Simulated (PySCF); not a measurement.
Stepwise substitution at one centre (Si F-H). Gas-phase values, no solvent. Strings in code marks are SMILES.

Level of theory: TPSSh-D3(BJ)/def2-TZVP // PBE0-D3(BJ)/def2-TZVP in PySCF. Excitations are Tamm–Dancoff values on a coarser integration grid. The basis has no diffuse functions, so Rydberg states are missing or too high.

```
species                                   HOMO (eV)  S1–T1 gap (TDA) (eV)
---------------------------------------  ----------  --------------------
0 of 4 F replaced by H (`F[Si](F)(F)F`)  (withheld)                     –
2 of 4 F replaced by H (`F[SiH2]F`)           -9.22                  0.57
3 of 4 F replaced by H                        -9.13                  0.53
4 of 4 F replaced by H (`[SiH4]`)             -9.29                     –
```

What belongs in the gaps?


- 0 of 4 F replaced by H (`F[Si](F)(F)F`), HOMO (eV): -11.59
